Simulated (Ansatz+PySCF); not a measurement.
The numbers below are computed, except where a source is named.
Several solutions for singlet HF

```xyz
2

H     0.0000    0.0000   -1.4907
F     0.0000    0.0000    0.1656
```

Basis set: 6-31G (spherical functions). Charge 0, multiplicity 1.

PBE0 (unrestricted) was run from several starts with Ansatz (development build ahead of 0.2.0) and PySCF 2.14.0.

```tsv
run	program	start	converged	energy (hartree)	<S²>
A	Ansatz	search for the lowest state	yes	-100.17632	0.28
B	PySCF	program defaults	yes	-100.17326	0.00
C	Ansatz	atomic start, no search	yes	-100.17326	0.00
D	Ansatz	stability test followed	yes	-100.17632	0.28
```

(1) Which runs reached the lowest solution of this kind, and what is wrong with the others?

## Answers

(1) A, D reached the lowest solution found. Converged but too high: B by 0.08 eV, C by 0.08 eV. Convergence only shows a stationary point, and even a stable one can lie too high; stability tests and further starts are what find lower ones. Caution: the unrestricted determinant is spin contaminated.
